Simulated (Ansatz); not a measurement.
Cost and result for the atomization energy of `COCN` (11 atoms, 10 bonds).

Cartesian coordinates in Å:
```
C 1.1023 -1.1353 -0.6031
O 0.6104 0.1733 -0.5709
C -0.4205 0.3221 0.3737
N -0.9275 1.6519 0.2924
H 1.8784 -1.1761 -1.3673
H 1.5410 -1.4310 0.3614
H 0.3162 -1.8620 -0.8570
H -1.1784 -0.4595 0.1796
H -0.0265 0.1535 1.3876
H -1.2247 2.0101 1.1857
H -1.6708 1.7529 -0.3822
```

Charge 0, multiplicity 1. All single points use the PBE0-D4/def2-TZVP geometry. It is a higher conformer; a search finds a lower one. Program: Ansatz. All runs use 2 threads of a server CPU on a shared host. Times are those of one run each, without the atoms' runs, and a repeat can differ threefold. Electronic energies, without spin–orbit coupling; frozen cores. CCSD(T)/CBS adds CCSD(T) − MP2 in def2-TZVPP to the MP2 limit, and its time is that of the two runs behind it. T1 = 0.010. B3LYP takes the VWN-RPA correlation (the form of Gaussian; ORCA's B3LYP/G).

CCSD(T)/CBS is a level of theory with its own doubt, some kJ/mol a heavy atom from the limit and from the frozen cores, so smaller differences don't rank the functionals.

```json
{"level": "PBE0-D4/def2-TZVPP", "functions": "222", "wall time": "2.4 s"}
{"level": "PBE-D4/def2-TZVPP (with forces)", "functions": "222", "wall time": "2.5 s"}
{"level": "B3LYP-D4/def2-TZVPP (with forces)", "functions": "222", "wall time": "3.8 s"}
{"level": "r2SCAN-D4/def2-TZVPP (with forces)", "functions": "222", "wall time": "4.6 s"}
{"level": "B2PLYP/def2-TZVPP", "functions": "222", "wall time": "4.9 s"}
{"level": "ωB97X-V/def2-TZVPP", "functions": "222", "wall time": "8 s"}
{"level": "ωB97M-V/def2-TZVPP (with forces)", "functions": "222", "wall time": "11 s"}
{"level": "MP2/def2-QZVPP", "functions": "438", "wall time": "23 s"}
{"level": "CCSD(T)/def2-TZVPP", "functions": "222", "wall time": "110 s"}
{"level": "CCSD(T)/CBS(def2)", "functions": "–", "wall time": "2.2 min"}
```

(1) What atomization energy does each give, and how far from CCSD(T)/CBS? (An estimate is asked.)

Results:

(1) The calculation gave: 
```tsv
level	atomization (kcal/mol)	difference from CCSD(T)/CBS	per bond
PBE0-D4/def2-TZVPP	969.9	1.9	0.2
PBE-D4/def2-TZVPP (with forces)	991.1	23.1	2.3
B3LYP-D4/def2-TZVPP (with forces)	970.5	2.5	0.3
r2SCAN-D4/def2-TZVPP (with forces)	966.2	-1.8	-0.2
B2PLYP/def2-TZVPP	959.0	-9.0	-0.9
ωB97X-V/def2-TZVPP	970.4	2.4	0.2
ωB97M-V/def2-TZVPP (with forces)	971.4	3.4	0.3
MP2/def2-QZVPP	968.8	0.8	0.1
CCSD(T)/def2-TZVPP	941.8	-26.2	-2.6
CCSD(T)/CBS(def2)	968.0	0.0	0.0
```

In def2-TZVPP, CCSD(T) changes the Hartree–Fock value by +262.2 kcal/mol (the triples alone add +13.7 kcal/mol) and MP2 by +273.6 kcal/mol; breaking electron pairs costs correlation energy, which Hartree–Fock lacks. From PBE to PBE0 (25 % exact exchange), in def2-TZVPP and without D4, the atomization energy moves by −20.6 kcal/mol: exact exchange takes away binding that semilocal exchange gives to molecules. The D4 term adds +5.3 kcal/mol with B3LYP and +2.8 kcal/mol with PBE0; it sums over pairs of atoms, weighted by their polarisabilities, and B3LYP, whose exchange is more repulsive, gets the larger term.
